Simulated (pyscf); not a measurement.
HO–Ti(F)(F)–F (SMILES [OH][Ti]([F])([F])[F]) + H₂O (SMILES O) → HO–Ti(OH)(F)–F (SMILES [OH][Ti]([OH])([F])[F]) + HF (SMILES F), a four-centre exchange (singlet surface; F–Ti, H–O broken, O–Ti, F–H formed). PySCF, gas phase, ωB97X-D3(BJ)/def2-SVP geometries. Energies in kcal/mol from the separated reactants.

Small-basis levels: PySCF, no dispersion term, spherical d functions. 

Task: Quick B3LYP/6-31G*+LANL2DZ single points give ΔE‡ = 6.1 kcal/mol and ΔE = +18.0 kcal/mol. What does ωB97M-D3(BJ)/def2-TZVP give, and how far is the quick result from it?

Result: ωB97M-D3(BJ)/def2-TZVP gives ΔE‡ = 8.4 kcal/mol and ΔE = +10.8 kcal/mol. B3LYP/6-31G*+LANL2DZ lies 2.2 kcal/mol under it in the barrier and 7.2 kcal/mol over it in the reaction energy, so on this step it does not hold to within 3.0 kcal/mol. ωB97M-D3(BJ)/def2-TZVP has limits of its own. On the reactant side the descent ends in an adduct with a O–Ti contact (not fully relaxed), 13.3 kcal/mol under the separated species and 20.7 kcal/mol under the saddle at ωB97X-D3(BJ)/def2-TZVP. On the product side the descent ends in a complex, 7.9 kcal/mol under the separated species and 4.8 kcal/mol under the saddle at ωB97X-D3(BJ)/def2-TZVP. At ωB97M-D3(BJ) the saddle lies under the separated products, which points to a path from their complex (located at ωB97X-D3(BJ) alone), and parting the products costs more than the saddle. What is counted as formed (O–Ti) is already present as a longer contact in the reactant adduct; forming that adduct is a step of its own. One saddle was located; it need not be the lowest between these sides.
